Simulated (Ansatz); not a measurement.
**HClO (triplet): wave-function methods side by side at distance Cl1–H2 along a hydrogen transfer = 1.620 Å, cc-pVDZ**

Aim: climb from Hartree-Fock through coupled cluster and multireference methods for HClO (triplet) at one geometry and basis, and see what each rung misses.

Computed with Ansatz 0.2.0, Gaussian basis. Level: cc-pVDZ, core rule «outside noble gas», up to 6 orbitals frozen.

To be run: UHF; CCSD(T) on ROHF; CCSD(T) on UHF; BCCD(T) on ROHF; CISD; CCSDT(Q) on ROHF; CCSDT(Q) on UHF; CASSCF and MRCISD+Q, 4 electrons in 4 orbitals; CASSCF and NEVPT2, 4 electrons in 4 orbitals; CASSCF and MRCISD+Q, 14 electrons in 9 orbitals; CASSCF and NEVPT2, 14 electrons in 9 orbitals.

6 further runs of the same task are left out: 2 for a mislabelled method, 4 that didn't finish.

## 1. What is computed

The geometry derives from fragments relaxed apart (PBE0/def2-TZVP) and kept rigid, so it is no stationary point. A hydrogen atom is moved between rigid fragments.

3 atoms, charge 0, spin multiplicity 3.

Atoms are counted from 1 here; the program's logs count them from 0.

Bond lengths: Cl1–H2 1.620 Å, H2–O3 0.990 Å. Angles: Cl1–H2–O3 180.0°.

Coordinates:

```xyz
3
ClHO
Cl    0.0000    0.0000   -1.4100
H     0.0000    0.0000    0.2100
O     0.0000    0.0000    1.2000
```

## 2. UHF

Contents of in.yaml:

```yaml
crystal:
  periodic: [false, false, false]
  atoms:
    - {symbol: Cl, position_ang: [0.000000, 0.000000, -1.410000]}
    - {symbol: H, position_ang: [0.000000, 0.000000, 0.210000]}
    - {symbol: O, position_ang: [0.000000, 0.000000, 1.200000]}
basis:
  gaussian: {orbitals: cc-pVDZ}
magnetization: {spin_polarized: true, initial_magnetization: 2}
hamiltonian: {xc: hf}
output: {orbitals: {seedname: orbitals}}
```

Started as:

```
$ ansatz run in.yaml --threads 1 --pin off --events-out ev --progress --plain --max-ram 2393MiB
```

The runs that follow: CCSD(T) on ROHF; CCSD(T) on UHF; BCCD(T) on ROHF; CISD; CCSDT(Q) on ROHF; CCSDT(Q) on UHF; CASSCF and MRCISD+Q, 4 electrons in 4 orbitals; CASSCF and NEVPT2, 4 electrons in 4 orbitals; CASSCF and MRCISD+Q, 14 electrons in 9 orbitals; CASSCF and NEVPT2, 14 electrons in 9 orbitals.

Q: Predict the results of all the runs planned. Wanted: UCCSDT(Q) below the RHF energy; RMP2 from UCCSDT(Q); UMP2 from UCCSDT(Q); RCCSD from UCCSDT(Q); RCCSD(T) from UCCSDT(Q); UCCSD(T) from UCCSDT(Q); RCCSDT(Q) from UCCSDT(Q); NEVPT2 pair from UCCSDT(Q); MRCISD+Q pair from UCCSDT(Q).

As calculated:

```
                         quantity                                                   value
   UCCSDT(Q) below the RHF energy                                              -8.6851 eV
              RMP2 from UCCSDT(Q)                                              +974.9 meV
              UMP2 from UCCSDT(Q)                                             +1000.1 meV
             RCCSD from UCCSDT(Q)                                              +158.5 meV
          RCCSD(T) from UCCSDT(Q)                                               +30.9 meV
          UCCSD(T) from UCCSDT(Q)                                               +29.7 meV
         RCCSDT(Q) from UCCSDT(Q)                                                +1.3 meV
       NEVPT2 pair from UCCSDT(Q)                                              +933.4 meV
     MRCISD+Q pair from UCCSDT(Q)                                               +60.4 meV
    NEVPT2 valence from UCCSDT(Q)                                             +1508.7 meV
levels within 1 kcal/mol (43 meV)  RCCSD(T), UCCSD(T), BCCD(T), RCCSDT, UCCSDT, RCCSDT(Q)
                    T1 diagnostic                                                   0.023
   effectively unpaired electrons                                                    2.01
```

RCCSD(T) lands +30.9 meV from the yardstick (0.4 % of the correlation energy). One determinant dominates. Of the multireference levels listed MRCISD+Q valence comes nearest in total energy (+48.5 meV), which doesn't show that its space is the better one. These misses are within one basis, not against nature; the frozen cores of restricted and unrestricted runs differ, which can shift their rows.
